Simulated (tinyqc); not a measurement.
Worked calculation: Hueckel theory of the pi electrons, for the molecule [CH2]C=C (SMILES; centres numbered as the heavy atoms are written). One step of it, computed by the program tinyqc.

Task: Orbitals. Diagonalise; E = alpha + x beta with beta < 0, so the largest x are filled first; degenerate levels share their electrons. P = sum n_i c_ri c_si; each orbital has its largest coefficient positive (the first on a tie).

Hueckel matrix in units of beta (H = alpha + beta A):
```
,1C,2C,3C
1C,0.000000,1.000000,0.000000
2C,1.000000,0.000000,1.000000
3C,0.000000,1.000000,0.000000
```

pi electrons, sum of z_r less the charge = 3

Give: x values; occupations; coefficients; charge and bond-order matrix P.

Result:

x values: 1.4142  0.0000  -1.4142

occupations: 2.0000  1.0000  0.0000

coefficients:
```
,MO1,MO2,MO3
1C,0.5000,0.7071,-0.5000
2C,0.7071,0.0000,0.7071
3C,0.5000,-0.7071,-0.5000
```

charge and bond-order matrix P:
```
,1C,2C,3C
1C,1.0000,0.7071,0.0000
2C,0.7071,1.0000,0.7071
3C,0.0000,0.7071,1.0000
```
